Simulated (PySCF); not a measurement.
methanethiol (CH4S), SMILES CS. Geometry: PBE-D3(BJ)/def2-TZVP.

Computed equilibrium geometry at PBE-D3(BJ)/def2-TZVP (PySCF confirms it by a frequency run) as Cartesian coordinates in Å, and its point group:
point group Cs.
```xyz
6

C      0.0201    -1.1559     0.0000
S     -0.0873     0.6632     0.0000
H      0.5227    -1.5289     0.9003
H     -1.0149    -1.5196     0.0000
H      0.5227    -1.5289    -0.9003
H      1.2448     0.9012     0.0000
```
